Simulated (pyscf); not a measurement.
`[OH][BH][O][SiH3]` + `[H][H]` → `[OH][BH][OH]` + `[SiH4]` (four-centre exchange; singlet surface; O–Si, H–H broken, H–O, H–Si formed). Single points on ωB97X-D3(BJ)/def2-SVP structures (PySCF, gas phase). Energies in eV from the separated reactants.

| level | barrier | reaction energy |
|---|---|---|
| ωB97X-D3(BJ)/def2-TZVP | 2.53 | +0.70 |
| PBE/def2-TZVP | ___ | +0.56 |
| r²SCAN/def2-TZVP | 2.39 | +0.69 |
| PBE0-D3(BJ)/def2-TZVP | 2.33 | +0.60 |
| ωB97M-D3(BJ)/def2-TZVP | ___ | ___ |
| HF/def2-TZVP | 3.22 | +0.63 |

Task: What belongs in the gaps?

Result: 
- PBE/def2-TZVP, barrier: 2.21
- ωB97M-D3(BJ)/def2-TZVP, barrier: 2.48
- ωB97M-D3(BJ)/def2-TZVP, reaction energy: +0.66

The functionals in the table span 0.32 eV in this barrier, from PBE to ωB97X-D3(BJ)/def2-TZVP. One saddle was located; it need not be the lowest between these sides.
